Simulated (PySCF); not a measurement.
Predicted microwave data (PBE0-D3(BJ)/def2-SVP geometry optimisation, gas phase in PySCF) for one isomer of C4H4F2:

```
Rotational constants : A = 7352, B = 2699, C = 2115 MHz
Dipole components    : |μa| = 2.68 D, |μb| = 0.00 D, |μc| = 0.71 D
Inertial defect      : -16.98 u·Å²
κ                    : -0.78
```

**Question.** Which structure is it? (One computed conformer of each.)
A. `[F:1][CH:2]([F:3])[CH:4]1[CH:5]=[CH:6]1` with F1–C2–C4–C5 -151°
B. `[CH:1]#[C:2][CH2:3][CH:4]([F:5])[F:6]` with C2–C3–C4–F5 178°
C. `[F:1][CH2:2][C:3]1=[C:4]([F:5])[CH2:6]1` with F1–C2–C3–C4 -2°
D. `[CH2:1]=[C:2]=[CH:3][CH:4]([F:5])[F:6]` with C2–C3–C4–F5 -123°

**Answer.** A. It is FC(F)C1C=C1, an asymmetric top, point group Cs. The candidates at the same level (rigid rotor, commonest isotopes):

```
     SMILES  A (MHz)  B (MHz)  C (MHz)  μa (D)  μb (D)  μc (D)  Δ (u·Å²)  point group                        rotor
 C=C=CC(F)F     8572     1900     1683    2.39    0.00    0.49    -24.64           Cs  near-prolate asymmetric top
FCC1=C(F)C1     6469     2301     1736    0.25    2.11    0.00     -6.63           Cs               asymmetric top
  C#CCC(F)F     8790     2094     1785    1.17    0.99    0.64    -15.68           C1  near-prolate asymmetric top
FC(F)C1C=C1     7352     2699     2115    2.68    0.00    0.71    -16.98           Cs               asymmetric top
```

`C=C=CC(F)F` has B 30 % too low; `FCC1=C(F)C1` has C 18 % too low; `C#CCC(F)F` has B 22 % too low. In the right answer the mirror of this Cs structure is the ac plane, so μb vanishes by symmetry (the 0.01 D computed is a residue). No structure here is proved a minimum.
